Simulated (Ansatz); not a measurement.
# CH5SSi: the cost of one run

Computed with the Python package of Ansatz 0.2.0. The levels of theory stand in the script.

**1. The structure**

Bond lengths: C1–Si2 1.777 Å, Si2–S3 2.142 Å, C1–H4 1.154 Å, C1–H5 1.104 Å, C1–H6 1.098 Å, Si2–H7 1.507 Å, S3–H8 1.284 Å. Angles: C1–Si2–S3 107.7°, C1–Si2–H7 111.7°, S3–Si2–H7 109.1°, Si2–C1–H4 109.9°, Si2–C1–H5 114.8°, Si2–C1–H6 115.9°, H4–C1–H5 105.0°, H4–C1–H6 105.8°, H5–C1–H6 104.6°, Si2–S3–H8 97.3°.

ch5ssi.xyz, read by the script:

```xyz
8

C    -0.52340    0.70550   -0.42780
Si    1.01910   -0.08970   -0.04610
S     0.57630   -1.87990    1.04290
H    -0.32740    1.68800   -0.99970
H    -1.12180    1.00170    0.45190
H    -1.21800    0.12860   -1.05260
H     1.90580    0.79170    0.79500
H    -0.21830   -2.40300    0.18060
```

**2. The script**

run_composite.py reads:

```python
"""A composite energy for CH5SSi: DFT geometry, MP2 basis limit, coupled-cluster correction."""

import itertools

import ansatz
from ase.data import atomic_numbers, covalent_radii
import numpy as np

BASIS_SET = "def2-SVP"
XC = "r2scan"

molecule = ansatz.Crystal.molecule_from_extxyz("ch5ssi.xyz")

base = molecule.calculation().basis(gaussian=BASIS_SET).functional(XC).spin("collinear", total=1)
symbols = [site.symbol for site in molecule.cartesian_sites]
start = np.array([site.position_ang for site in molecule.cartesian_sites], dtype=float)
data = base.relax(force_tolerance=0.01, max_steps=100).run(threads=1).report
end = np.array(data["positions_ang"])
# pairs closer than 1.2 times the sum of covalent radii, before or after
radius = [covalent_radii[atomic_numbers[s]] for s in symbols]
span = lambda where, i, j: np.linalg.norm(where[i] - where[j])
bonded = [(i, j) for i, j in itertools.combinations(range(len(symbols)), 2) if min(span(start, i, j), span(end, i, j)) < 1.2 * (radius[i] + radius[j])]
print("pair        before    after (A)")
for i, j in bonded:
    print(f"{symbols[i]}{i}-{symbols[j]}{j}".ljust(10), f"{span(start, i, j):8.4f} {span(end, i, j):8.4f}")

minimum = ansatz.Crystal.molecule()
for symbol, place in zip(symbols, end):
    minimum = minimum.atom(symbol, place.tolist())
at_minimum = minimum.calculation().spin("collinear", total=1)
# MP2 extrapolated to the basis limit, plus the small-basis difference CCSD(T) - MP2
level = lambda method, basis: at_minimum.basis(gaussian=basis).correlation(method).run(threads=1).report
small, large, cluster = level("mp2", "cc-pVDZ"), level("mp2", "cc-pVTZ"), level("ccsd_t", "cc-pVDZ")
corr = lambda each: (each["free_energy_ev"] - each["reference_energy_ev"]) / 27.211386246
mp2_limit = (27 * corr(large) - 8 * corr(small)) / 19
pieces = {"HF / cc-pVTZ": large["reference_energy_ev"] / 27.211386246, "MP2 correlation, DZ-TZ limit": mp2_limit, "CCSD(T) - MP2 / cc-pVDZ": corr(cluster) - corr(small)}
for name, value in pieces.items():
    print(f"{name:32s} {value:14.6f} Ha")
print(f"{'sum':32s} {sum(pieces.values()):14.6f} Ha")
print("T1 diagnostic", round(cluster["correlation"]["coupled_cluster"]["t1_diagnostic"], 4))
```

**3. The calls as engine input**

The engine receives this input (first run):

```yaml
crystal:
  periodic: [false, false, false]
  atoms:
    - { symbol: C, position_ang: [-0.5234, 0.7055, -0.4278] }
    - { symbol: Si, position_ang: [1.0191, -0.0897, -0.0461] }
    - { symbol: S, position_ang: [0.5763, -1.8799, 1.0429] }
    - { symbol: H, position_ang: [-0.3274, 1.688, -0.9997] }
    - { symbol: H, position_ang: [-1.1218, 1.0017, 0.4519] }
    - { symbol: H, position_ang: [-1.218, 0.1286, -1.0526] }
    - { symbol: H, position_ang: [1.9058, 0.7917, 0.795] }
    - { symbol: H, position_ang: [-0.2183, -2.403, 0.1806] }
basis:
  gaussian:
    orbitals: def2-SVP
hamiltonian:
  xc: r2scan
magnetization:
  spin_polarized: true
  initial_magnetization: 1.0
relax:
  f_tol: 0.01
  max_steps: 100
```

**4. Launch**

The run is started by

```console
> python run_composite.py
```

Q: Estimate wall time and peak memory on 1 thread of Arm Neoverse V2, shared host.

About 64 s, with a peak of 0.43 GiB.
